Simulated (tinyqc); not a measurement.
Worked calculation (part 3 of 3): UKS/B3LYP (VWN-RPA form) in the sto-3g basis, for NH, spin multiplicity 3. Computed by tinyqc, a small Python program that keeps every step (integrals from PySCF). Command: `OMP_NUM_THREADS=1 python tinyqc.py 27119 27120 out.jsonl` (the two numbers bound the seeds that draw the settings). One thread of a shared host (Intel(R) Xeon(R) Processor @ 2.60GHz), about 4 s of CPU time with the checks.

Geometry (angstrom):
```
atom         x         y         z
N     0.000000  0.000000  0.000000
H     0.000000  0.000000  1.585000
```

## Populations, bond orders and dipole

D(alpha) after iteration 11:
```
            1N 1s      1N 2s    1N 2px    1N 2py     1N 2pz      2H 1s
1N 1s    1.057743  -0.246273  0.000000  0.000000   0.022067  -0.003663
1N 2s   -0.246273   1.053344  0.000000  0.000000  -0.106887  -0.016907
1N 2px   0.000000   0.000000  1.000000  0.000000   0.000000   0.000000
1N 2py   0.000000   0.000000  0.000000  1.000000   0.000000   0.000000
1N 2pz   0.022067  -0.106887  0.000000  0.000000   0.610302   0.373642
2H 1s   -0.003663  -0.016907  0.000000  0.000000   0.373642   0.231063
```

D(beta) after iteration 11:
```
            1N 1s      1N 2s    1N 2px    1N 2py     1N 2pz      2H 1s
1N 1s    1.058204  -0.249006  0.000000  0.000000   0.028095   0.010664
1N 2s   -0.249006   1.069233  0.000000  0.000000  -0.131275  -0.097212
1N 2px   0.000000   0.000000  0.000000  0.000000   0.000000   0.000000
1N 2py   0.000000   0.000000  0.000000  0.000000   0.000000   0.000000
1N 2pz   0.028095  -0.131275  0.000000  0.000000   0.249349   0.384941
2H 1s    0.010664  -0.097212  0.000000  0.000000   0.384941   0.605447
```

overlap S:
```
           1N 1s     1N 2s    1N 2px    1N 2py    1N 2pz     2H 1s
1N 1s   1.000000  0.235038  0.000000  0.000000  0.000000  0.015795
1N 2s   0.235038  1.000000  0.000000  0.000000  0.000000  0.212378
1N 2px  0.000000  0.000000  1.000000  0.000000  0.000000  0.000000
1N 2py  0.000000  0.000000  0.000000  1.000000  0.000000  0.000000
1N 2pz  0.000000  0.000000  0.000000  0.000000  1.000000  0.228311
2H 1s   0.015795  0.212378  0.000000  0.000000  0.228311  1.000000
```

Mulliken: Z minus the diagonal of D S on the atom; Loewdin: the same with S^(1/2) D S^(1/2); Mayer order: 2 sum_s sum (D(s) S)_ij (D(s) S)_ji over the two atoms.

Charges (e):
```
atom   Mulliken    Loewdin  Mulliken spin
1N    -0.014423  -0.005390       2.360135
2H     0.014423   0.005390      -0.360135
```

Mayer bond orders:
```
pair     order
2-1   0.870095
```

dipole moment about the origin, x y z (debye): 0.000000  0.000000  0.540245

<S^2> of the determinant (pure state: 2) = 2.122384
